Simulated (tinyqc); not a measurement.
Inside a calculation (part 1 of 2). Method: UHF in the sto-3g basis, for BH2, spin multiplicity 2. Computed by tinyqc, a small Python program that keeps every step (integrals from PySCF). Settings: charge = 0, multiplicity = 2, basis = sto-3g, energy threshold = 1e-09, iteration cap = 53, orthogonalisation = canonical, start = atomic densities, DIIS depth = 4, method = UHF. Command: `OMP_NUM_THREADS=1 python tinyqc.py 29993 29994 out.jsonl` (the two numbers bound the seeds that draw the settings). One thread of a shared host (Intel(R) Xeon(R) Processor @ 2.60GHz), about 0.1 s of CPU time with the checks. Later iterations appear only in the table of the cycle.

## One-electron integrals

Geometry (angstrom):
```
atom,x,y,z
B,0.000000,0.000000,0.000000
H,0.000000,0.962000,0.586000
H,0.000000,-0.962000,0.586000
```

Basis sto-3g: exponents (1/bohr^2) and contraction coefficients of normalised primitives:
```
element,l (shell),exponent,coefficient
B,s (1),48.791113,0.154329
B,s (1),8.887362,0.535328
B,s (1),2.405267,0.444635
B,s (2),2.236956,-0.099967
B,s (2),0.519821,0.399513
B,s (2),0.169062,0.700115
B,p (3),2.236956,0.155916
B,p (3),0.519821,0.607684
B,p (3),0.169062,0.391957
H,s (1),3.425251,0.154329
H,s (1),0.623914,0.535328
H,s (1),0.168855,0.444635
```

Overlap, kinetic and nuclear-attraction integrals over the contracted functions; the nuclear repulsion is the sum of Za Zb / Rab.

nuclear repulsion = 4.97287452 hartree

overlap S, lower triangle:
```
,1B 1s,1B 2s,1B 2px,1B 2py,1B 2pz,2H 1s,3H 1s
1B 1s,1.000000
1B 2s,0.269328,1.000000
1B 2px,0.000000,0.000000,1.000000
1B 2py,0.000000,0.000000,0.000000,1.000000
1B 2pz,0.000000,0.000000,0.000000,0.000000,1.000000
2H 1s,0.076900,0.509129,0.000000,0.434498,0.264673,1.000000
3H 1s,0.076900,0.509129,0.000000,-0.434498,0.264673,0.134881,1.000000
```

kinetic energy T (hartree), lower triangle:
```
,1B 1s,1B 2s,1B 2px,1B 2py,1B 2pz,2H 1s,3H 1s
1B 1s,10.826302
1B 2s,-0.047967,0.359168
1B 2px,0.000000,0.000000,1.123881
1B 2py,0.000000,0.000000,0.000000,1.123881
1B 2pz,0.000000,0.000000,0.000000,0.000000,1.123881
2H 1s,-0.012850,0.105124,0.000000,0.224747,0.136904,0.760032
3H 1s,-0.012850,0.105124,0.000000,-0.224747,0.136904,-0.009004,0.760032
```

nuclear attraction V (hartree), lower triangle:
```
,1B 1s,1B 2s,1B 2px,1B 2py,1B 2pz,2H 1s,3H 1s
1B 1s,-24.086955
1B 2s,-3.392414,-4.668785
1B 2px,0.000000,0.000000,-4.550088
1B 2py,0.000000,0.000000,0.000000,-4.744176
1B 2pz,-0.021578,-0.180735,0.000000,0.000000,-4.622106
2H 1s,-0.980852,-2.156757,0.000000,-1.741618,-1.103034,-3.806551
3H 1s,-0.980852,-2.156757,0.000000,1.741618,-1.103034,-0.557679,-3.806551
```

core Hamiltonian H = T + V (hartree), lower triangle:
```
,1B 1s,1B 2s,1B 2px,1B 2py,1B 2pz,2H 1s,3H 1s
1B 1s,-13.260653
1B 2s,-3.440381,-4.309617
1B 2px,0.000000,0.000000,-3.426207
1B 2py,0.000000,0.000000,0.000000,-3.620295
1B 2pz,-0.021578,-0.180735,0.000000,0.000000,-3.498225
2H 1s,-0.993701,-2.051633,0.000000,-1.516871,-0.966130,-3.046520
3H 1s,-0.993701,-2.051633,0.000000,1.516871,-0.966130,-0.566683,-3.046520
```

## Two-electron integrals

Functions are numbered as in S; the eight-fold symmetry (ij|kl) = (ji|kl) = (kl|ij) leaves the list below.

Two-electron integrals (ij|kl) in chemists' order, unique and non-zero (hartree):
```
i,j,k,l,(ij|kl)
1,1,1,1,2.923513
2,1,1,1,0.518376
2,1,2,1,0.109262
2,2,1,1,0.744229
2,2,2,1,0.193177
2,2,2,2,0.544804
3,1,3,1,0.020264
3,2,3,1,0.029996
3,2,3,2,0.120346
3,3,1,1,0.742491
3,3,2,1,0.193240
3,3,2,2,0.544682
3,3,3,3,0.586773
4,1,4,1,0.020264
4,2,4,1,0.029996
4,2,4,2,0.120346
4,3,4,3,0.031630
4,4,1,1,0.742491
4,4,2,1,0.193240
4,4,2,2,0.544682
4,4,3,3,0.523513
4,4,4,4,0.586773
5,1,5,1,0.020264
5,2,5,1,0.029996
5,2,5,2,0.120346
5,3,5,3,0.031630
5,4,5,4,0.031630
5,5,1,1,0.742491
5,5,2,1,0.193240
5,5,2,2,0.544682
5,5,3,3,0.523513
5,5,4,4,0.523513
5,5,5,5,0.586773
6,1,1,1,0.148191
6,1,2,1,0.031090
6,1,2,2,0.055018
6,1,3,3,0.054746
6,1,4,1,0.001966
6,1,4,2,0.003567
6,1,4,4,0.055363
6,1,5,1,0.001197
6,1,5,2,0.002173
6,1,5,4,0.000376
6,1,5,5,0.054975
6,1,6,1,0.009137
6,2,1,1,0.313568
6,2,2,1,0.082409
6,2,2,2,0.250624
6,2,3,3,0.243913
6,2,4,1,0.007762
6,2,4,2,0.044535
6,2,4,4,0.258437
6,2,5,1,0.004728
6,2,5,2,0.027128
6,2,5,4,0.008847
6,2,5,5,0.249302
6,2,6,1,0.024952
6,2,6,2,0.150762
6,3,3,1,0.008827
6,3,3,2,0.039657
6,3,4,3,0.008648
6,3,5,3,0.005268
6,3,6,3,0.018078
6,4,1,1,0.237197
6,4,2,1,0.063234
6,4,2,2,0.202977
6,4,3,3,0.192131
6,4,4,1,0.014049
6,4,4,2,0.073038
6,4,4,4,0.220391
6,4,5,1,0.003181
6,4,5,2,0.020334
6,4,5,4,0.011946
6,4,5,5,0.196200
6,4,6,1,0.020228
6,4,6,2,0.143536
6,4,6,4,0.151946
6,5,1,1,0.144488
6,5,2,1,0.038519
6,5,2,2,0.123643
6,5,3,3,0.117036
6,5,4,1,0.003181
6,5,4,2,0.020334
6,5,4,4,0.123715
6,5,5,1,0.010764
6,5,5,2,0.052043
6,5,5,4,0.012716
6,5,5,5,0.130050
6,5,6,1,0.012322
6,5,6,2,0.087435
6,5,6,4,0.081546
6,5,6,5,0.067751
6,6,1,1,0.460087
6,6,2,1,0.123227
6,6,2,2,0.419900
6,6,3,3,0.394722
6,6,4,1,0.015306
6,6,4,2,0.112276
6,6,4,4,0.449520
6,6,5,1,0.009323
6,6,5,2,0.068392
6,6,5,4,0.033380
6,6,5,5,0.415055
6,6,6,1,0.038264
6,6,6,2,0.310360
6,6,6,4,0.323155
6,6,6,5,0.196849
6,6,6,6,0.774606
7,1,1,1,0.148191
7,1,2,1,0.031090
7,1,2,2,0.055018
7,1,3,3,0.054746
7,1,4,1,-0.001966
7,1,4,2,-0.003567
7,1,4,4,0.055363
7,1,5,1,0.001197
7,1,5,2,0.002173
7,1,5,4,-0.000376
7,1,5,5,0.054975
7,1,6,1,0.008721
7,1,6,2,0.022859
7,1,6,4,0.016565
7,1,6,5,0.011292
7,1,6,6,0.033877
7,1,7,1,0.009137
7,2,1,1,0.313568
7,2,2,1,0.082409
7,2,2,2,0.250624
7,2,3,3,0.243913
7,2,4,1,-0.007762
7,2,4,2,-0.044535
7,2,4,4,0.258437
7,2,5,1,0.004728
7,2,5,2,0.027128
7,2,5,4,-0.008847
7,2,5,5,0.249302
7,2,6,1,0.022859
7,2,6,2,0.105571
7,2,6,4,0.072848
7,2,6,5,0.059720
7,2,6,6,0.170279
7,2,7,1,0.024952
7,2,7,2,0.150762
7,3,3,1,0.008827
7,3,3,2,0.039657
7,3,4,3,-0.008648
7,3,5,3,0.005268
7,3,6,3,0.011711
7,3,7,3,0.018078
7,4,1,1,-0.237197
7,4,2,1,-0.063234
7,4,2,2,-0.202977
7,4,3,3,-0.192131
7,4,4,1,0.014049
7,4,4,2,0.073038
7,4,4,4,-0.220391
7,4,5,1,-0.003181
7,4,5,2,-0.020334
7,4,5,4,0.011946
7,4,5,5,-0.196200
7,4,6,1,-0.016565
7,4,6,2,-0.072848
7,4,6,4,-0.040019
7,4,6,5,-0.040364
7,4,6,6,-0.108329
7,4,7,1,-0.020228
7,4,7,2,-0.143536
7,4,7,4,0.151946
7,5,1,1,0.144488
7,5,2,1,0.038519
7,5,2,2,0.123643
7,5,3,3,0.117036
7,5,4,1,-0.003181
7,5,4,2,-0.020334
7,5,4,4,0.123715
7,5,5,1,0.010764
7,5,5,2,0.052043
7,5,5,4,-0.012716
7,5,5,5,0.130050
7,5,6,1,0.011292
7,5,6,2,0.059720
7,5,6,4,0.040364
7,5,6,5,0.044731
7,5,6,6,0.101541
7,5,7,1,0.012322
7,5,7,2,0.087435
7,5,7,4,-0.081546
7,5,7,5,0.067751
7,6,1,1,0.080391
7,6,2,1,0.021121
7,6,2,2,0.064937
7,6,3,3,0.063049
7,6,4,4,0.065230
7,6,5,1,0.002036
7,6,5,2,0.011776
7,6,5,5,0.066476
7,6,6,1,0.006184
7,6,6,2,0.034185
7,6,6,4,0.028188
7,6,6,5,0.021592
7,6,6,6,0.064454
7,6,7,1,0.006184
7,6,7,2,0.034185
7,6,7,4,-0.028188
7,6,7,5,0.021592
7,6,7,6,0.009500
7,7,1,1,0.460087
7,7,2,1,0.123227
7,7,2,2,0.419900
7,7,3,3,0.394722
7,7,4,1,-0.015306
7,7,4,2,-0.112276
7,7,4,4,0.449520
7,7,5,1,0.009323
7,7,5,2,0.068392
7,7,5,4,-0.033380
7,7,5,5,0.415055
7,7,6,1,0.033877
7,7,6,2,0.170279
7,7,6,4,0.108329
7,7,6,5,0.101541
7,7,6,6,0.273810
7,7,7,1,0.038264
7,7,7,2,0.310360
7,7,7,4,-0.323155
7,7,7,5,0.196849
7,7,7,6,0.064454
7,7,7,7,0.774606
```

## Orthogonalisation

S = U s U^T; canonical form X = U s^(-1/2), so that X^T S X = 1. Each column of U has its largest component positive (the first on a tie).

eigenvalues of S: 0.238350  0.314397  0.854422  1.000000  1.096978  1.550722  1.945131

X:
```
,1,2,3,4,5,6,7
1B 1s,-0.293350,0.000000,0.803571,0.000000,-0.575689,0.000000,0.181684
1B 2s,1.370800,0.000000,-0.340798,0.000000,-0.279066,0.000000,0.434637
1B 2px,0.000000,0.000000,0.000000,1.000000,0.000000,0.000000,0.000000
1B 2py,0.000000,1.190312,0.000000,0.000000,0.000000,0.598002,0.000000
1B 2pz,0.658692,0.000000,0.595681,0.000000,0.686078,0.000000,0.199033
2H 1s,-0.947758,-0.939109,-0.163820,0.000000,0.125691,0.378981,0.355367
3H 1s,-0.947758,0.939109,-0.163820,0.000000,0.125691,-0.378981,0.355367
```

## Starting guess

The start is atomic minimal-basis densities projected into this basis (PySCF's MINAO start) and scaled to the electron count of each spin; this density is not idempotent, so its energy is not variational and may lie below the converged one.

D(alpha) at the start, lower triangle:
```
,1B 1s,1B 2s,1B 2px,1B 2py,1B 2pz,2H 1s,3H 1s
1B 1s,1.240103
1B 2s,-0.300263,1.120165
1B 2px,0.000000,0.000000,0.183088
1B 2py,0.000000,0.000000,0.000000,0.150548
1B 2pz,0.013106,-0.041212,0.000000,0.000000,0.170803
2H 1s,-0.024842,0.087897,0.000000,0.025800,0.011975,0.532067
3H 1s,-0.024842,0.087897,0.000000,-0.025800,0.011975,0.014886,0.532067
```

D(beta) at the start, lower triangle:
```
,1B 1s,1B 2s,1B 2px,1B 2py,1B 2pz,2H 1s,3H 1s
1B 1s,0.930078
1B 2s,-0.225197,0.840124
1B 2px,0.000000,0.000000,0.137316
1B 2py,0.000000,0.000000,0.000000,0.112911
1B 2pz,0.009830,-0.030909,0.000000,0.000000,0.128102
2H 1s,-0.018632,0.065923,0.000000,0.019350,0.008981,0.399050
3H 1s,-0.018632,0.065923,0.000000,-0.019350,0.008981,0.011165,0.399050
```

## Iteration 1: building the Fock matrix

J_ij = sum D_kl (ij|kl) with D = D(alpha) + D(beta), K_ij = sum D_kl (ik|jl) for each spin; F = H + J - K(s); E = tr D H + tr D J / 2 - 0.5 sum_s tr D(s) K(s) + E_nn.

Coulomb J (hartree), lower triangle:
```
,1B 1s,1B 2s,1B 2px,1B 2py,1B 2pz,2H 1s,3H 1s
1B 1s,8.997222
1B 2s,1.849938,3.937895
1B 2px,0.000000,0.000000,3.881818
1B 2py,0.000000,0.000000,0.000000,3.994868
1B 2pz,0.018249,0.136342,0.000000,0.000000,3.923604
2H 1s,0.530040,1.851969,0.000000,1.510726,0.955315,3.224240
3H 1s,0.530040,1.851969,0.000000,-1.510726,0.955315,0.482594,3.224240
```

exchange K(alpha) (hartree), lower triangle:
```
,1B 1s,1B 2s,1B 2px,1B 2py,1B 2pz,2H 1s,3H 1s
1B 1s,3.453221
1B 2s,0.653108,0.939863
1B 2px,0.000000,0.000000,0.293314
1B 2py,0.000000,0.000000,0.000000,0.449552
1B 2pz,0.015918,0.103418,0.000000,0.000000,0.350896
2H 1s,0.206465,0.553677,0.000000,0.271821,0.189427,0.694026
3H 1s,0.206465,0.553677,0.000000,-0.271821,0.189427,0.220048,0.694026
```

exchange K(beta) (hartree), lower triangle:
```
,1B 1s,1B 2s,1B 2px,1B 2py,1B 2pz,2H 1s,3H 1s
1B 1s,2.589916
1B 2s,0.489831,0.704897
1B 2px,0.000000,0.000000,0.219986
1B 2py,0.000000,0.000000,0.000000,0.337164
1B 2pz,0.011939,0.077563,0.000000,0.000000,0.263172
2H 1s,0.154849,0.415258,0.000000,0.203866,0.142070,0.520519
3H 1s,0.154849,0.415258,0.000000,-0.203866,0.142070,0.165036,0.520519
```

F(alpha) (hartree), lower triangle:
```
,1B 1s,1B 2s,1B 2px,1B 2py,1B 2pz,2H 1s,3H 1s
1B 1s,-7.716651
1B 2s,-2.243550,-1.311585
1B 2px,0.000000,0.000000,0.162297
1B 2py,0.000000,0.000000,0.000000,-0.074980
1B 2pz,-0.019247,-0.147811,0.000000,0.000000,0.074482
2H 1s,-0.670126,-0.753341,0.000000,-0.277966,-0.200242,-0.516306
3H 1s,-0.670126,-0.753341,0.000000,0.277966,-0.200242,-0.304138,-0.516306
```

F(beta) (hartree), lower triangle:
```
,1B 1s,1B 2s,1B 2px,1B 2py,1B 2pz,2H 1s,3H 1s
1B 1s,-6.853346
1B 2s,-2.080273,-1.076619
1B 2px,0.000000,0.000000,0.235625
1B 2py,0.000000,0.000000,0.000000,0.037408
1B 2pz,-0.015267,-0.121957,0.000000,0.000000,0.162206
2H 1s,-0.618510,-0.614922,0.000000,-0.210011,-0.152886,-0.342799
3H 1s,-0.618510,-0.614922,0.000000,0.210011,-0.152886,-0.249126,-0.342799
```

total energy of this density = -25.51090961 hartree

This density is the starting one; it is not idempotent, so its energy is not variational and may lie below the converged one.

## Iteration 1: diagonalisation and new density

Diagonalise F' = X^T F X, C = X C', fill 4 alpha and 3 beta electrons from the bottom; D(s) = C_occ C_occ^T. Each column has its largest component positive (the first on a tie).

F' = X^T F X (alpha) (hartree), lower triangle:
```
,1,2,3,4,5,6,7
1,0.644345
2,0.000000,0.762412
3,0.493557,0.000000,-3.619591
4,0.000000,0.000000,0.000000,0.162297
5,-0.198823,0.000000,3.376253,0.000000,-3.068933
6,0.000000,0.159073,0.000000,0.000000,0.000000,-0.339744
7,0.074706,0.000000,-1.630844,0.000000,1.745169,0.000000,-1.783204
```

orbital energies (alpha) (hartree): MO1 -7.720978, MO2 -0.868110, MO3 -0.362243, MO4 0.031790, MO5 0.162297, MO6 0.729915, MO7 0.784912

coefficients C (alpha):
```
,MO1,MO2,MO3,MO4,MO5,MO6,MO7
1B 1s,0.992515,-0.241145,0.000000,0.136290,0.000000,-0.185465,0.000000
1B 2s,0.028223,0.636814,0.000000,-0.655321,0.000000,1.194257,0.000000
1B 2px,0.000000,0.000000,0.000000,0.000000,1.000000,0.000000,0.000000
1B 2py,0.000000,0.000000,0.425409,0.000000,0.000000,0.000000,1.262330
1B 2pz,0.004281,0.075720,0.000000,0.739822,0.000000,0.863679,0.000000
2H 1s,-0.002740,0.306777,0.506766,0.301514,0.000000,-0.939221,-0.876778
3H 1s,-0.002740,0.306777,-0.506766,0.301514,0.000000,-0.939221,0.876778
```

F' = X^T F X (beta) (hartree), lower triangle:
```
,1,2,3,4,5,6,7
1,0.742404
2,0.000000,0.826804
3,0.388459,0.000000,-3.102318
4,0.000000,0.000000,0.000000,0.235625
5,-0.136253,0.000000,3.028980,0.000000,-2.694614
6,0.000000,0.139711,0.000000,0.000000,0.000000,-0.203912
7,0.057389,0.000000,-1.512762,0.000000,1.610316,0.000000,-1.506333
```

orbital energies (beta) (hartree): MO1 -6.863193, MO2 -0.629190, MO3 -0.222513, MO4 0.126312, MO5 0.235625, MO6 0.805211, MO7 0.845406

coefficients C (beta):
```
,MO1,MO2,MO3,MO4,MO5,MO6,MO7
1B 1s,0.987597,-0.247816,0.000000,0.141849,0.000000,-0.198308,0.000000
1B 2s,0.048051,0.615818,0.000000,-0.637686,0.000000,1.214017,0.000000
1B 2px,0.000000,0.000000,0.000000,0.000000,1.000000,0.000000,0.000000
1B 2py,0.000000,0.000000,0.435674,0.000000,0.000000,0.000000,1.258824
1B 2pz,0.006949,0.079096,0.000000,0.757718,0.000000,0.847696,0.000000
2H 1s,-0.008380,0.319689,0.499609,0.275881,0.000000,-0.942754,-0.880876
3H 1s,-0.008380,0.319689,-0.499609,0.275881,0.000000,-0.942754,0.880876
```

D(alpha) after iteration 1, lower triangle:
```
,1B 1s,1B 2s,1B 2px,1B 2py,1B 2pz,2H 1s,3H 1s
1B 1s,1.061811
1B 2s,-0.214866,0.835774
1B 2px,0.000000,0.000000,0.000000
1B 2py,0.000000,0.000000,0.000000,0.180973
1B 2pz,0.086820,-0.436480,0.000000,0.000000,0.553088
2H 1s,-0.035604,-0.002306,0.000000,0.215583,0.246284,0.441842
3H 1s,-0.035604,-0.002306,0.000000,-0.215583,0.246284,-0.071782,0.441842
```

D(beta) after iteration 1, lower triangle:
```
,1B 1s,1B 2s,1B 2px,1B 2py,1B 2pz,2H 1s,3H 1s
1B 1s,1.036762
1B 2s,-0.105154,0.381541
1B 2px,0.000000,0.000000,0.000000
1B 2py,0.000000,0.000000,0.000000,0.189812
1B 2pz,-0.012738,0.049042,0.000000,0.000000,0.006304
2H 1s,-0.087500,0.196468,0.000000,0.217667,0.025228,0.351881
3H 1s,-0.087500,0.196468,0.000000,-0.217667,0.025228,-0.147338,0.351881
```

## Iteration 2: building the Fock matrix

As before.

Coulomb J (hartree), lower triangle:
```
,1B 1s,1B 2s,1B 2px,1B 2py,1B 2pz,2H 1s,3H 1s
1B 1s,8.833710
1B 2s,1.819293,3.899733
1B 2px,0.000000,0.000000,3.806017
1B 2py,0.000000,0.000000,0.000000,3.982707
1B 2pz,0.013953,0.126359,0.000000,0.000000,3.897436
2H 1s,0.521261,1.847036,0.000000,1.518206,0.954387,3.253748
3H 1s,0.521261,1.847036,0.000000,-1.518206,0.954387,0.480743,3.253748
```

exchange K(alpha) (hartree), lower triangle:
```
,1B 1s,1B 2s,1B 2px,1B 2py,1B 2pz,2H 1s,3H 1s
1B 1s,2.975955
1B 2s,0.552379,0.745826
1B 2px,0.000000,0.000000,0.157743
1B 2py,0.000000,0.000000,0.000000,0.572053
1B 2pz,0.001405,-0.044959,0.000000,0.000000,0.629986
2H 1s,0.163582,0.417112,0.000000,0.348942,0.219008,0.682985
3H 1s,0.163582,0.417112,0.000000,-0.348942,0.219008,0.113917,0.682985
```

exchange K(beta) (hartree), lower triangle:
```
,1B 1s,1B 2s,1B 2px,1B 2py,1B 2pz,2H 1s,3H 1s
1B 1s,2.945887
1B 2s,0.537061,0.588738
1B 2px,0.000000,0.000000,0.112228
1B 2py,0.000000,0.000000,0.000000,0.536493
1B 2pz,0.001935,0.153289,0.000000,0.000000,0.166146
2H 1s,0.155486,0.399948,0.000000,0.338338,0.159435,0.623232
3H 1s,0.155486,0.399948,0.000000,-0.338338,0.159435,0.091042,0.623232
```

F(alpha) (hartree), lower triangle:
```
,1B 1s,1B 2s,1B 2px,1B 2py,1B 2pz,2H 1s,3H 1s
1B 1s,-7.402898
1B 2s,-2.173467,-1.155710
1B 2px,0.000000,0.000000,0.222067
1B 2py,0.000000,0.000000,0.000000,-0.209641
1B 2pz,-0.009030,-0.009417,0.000000,0.000000,-0.230776
2H 1s,-0.636023,-0.621709,0.000000,-0.347607,-0.230751,-0.475756
3H 1s,-0.636023,-0.621709,0.000000,0.347607,-0.230751,-0.199857,-0.475756
```

F(beta) (hartree), lower triangle:
```
,1B 1s,1B 2s,1B 2px,1B 2py,1B 2pz,2H 1s,3H 1s
1B 1s,-7.372830
1B 2s,-2.158149,-0.998621
1B 2px,0.000000,0.000000,0.267581
1B 2py,0.000000,0.000000,0.000000,-0.174081
1B 2pz,-0.009560,-0.207666,0.000000,0.000000,0.233064
2H 1s,-0.627926,-0.604546,0.000000,-0.337002,-0.171178,-0.416004
3H 1s,-0.627926,-0.604546,0.000000,0.337002,-0.171178,-0.176982,-0.416004
```

total energy of this density = -25.38115203 hartree

## Iteration 2: DIIS over 2 matrices

error matrix X^T (FDS - SDF) X (alpha):
```
,1,2,3,4,5,6,7
1,0.000000,0.000000,-0.073598,0.000000,-0.036083,0.000000,-0.001006
2,0.000000,0.000000,0.000000,0.000000,0.000000,-0.052828,0.000000
3,0.073598,0.000000,0.000000,0.000000,0.002373,0.000000,-0.001763
4,0.000000,0.000000,0.000000,0.000000,0.000000,0.000000,0.000000
5,0.036083,0.000000,-0.002373,0.000000,0.000000,0.000000,-0.000897
6,0.000000,0.052828,0.000000,0.000000,0.000000,0.000000,0.000000
7,0.001006,0.000000,0.001763,0.000000,0.000897,0.000000,0.000000
```

B (overlaps of the stored error matrices):
```
,1,2
1,1.1996683e+00,2.5459061e-02
2,2.5459061e-02,3.8773417e-02
```

Minimise |sum c_i e_i|^2 with sum c_i = 1: solve [B -1; -1 0][c; lambda] = [0; -1] with B_ij = tr e_i^T e_j summed over both spins, and take F = sum c_i F_i.

DIIS coefficients: 0.011212  0.988788

extrapolated F(alpha) (hartree), lower triangle:
```
,1B 1s,1B 2s,1B 2px,1B 2py,1B 2pz,2H 1s,3H 1s
1B 1s,-7.406416
1B 2s,-2.174253,-1.157457
1B 2px,0.000000,0.000000,0.221396
1B 2py,0.000000,0.000000,0.000000,-0.208131
1B 2pz,-0.009145,-0.010969,0.000000,0.000000,-0.227354
2H 1s,-0.636405,-0.623185,0.000000,-0.346826,-0.230409,-0.476211
3H 1s,-0.636405,-0.623185,0.000000,0.346826,-0.230409,-0.201026,-0.476211
```

extrapolated F(beta) (hartree), lower triangle:
```
,1B 1s,1B 2s,1B 2px,1B 2py,1B 2pz,2H 1s,3H 1s
1B 1s,-7.367006
1B 2s,-2.157276,-0.999496
1B 2px,0.000000,0.000000,0.267223
1B 2py,0.000000,0.000000,0.000000,-0.171710
1B 2pz,-0.009624,-0.206705,0.000000,0.000000,0.232270
2H 1s,-0.627820,-0.604662,0.000000,-0.335579,-0.170973,-0.415183
3H 1s,-0.627820,-0.604662,0.000000,0.335579,-0.170973,-0.177791,-0.415183
```
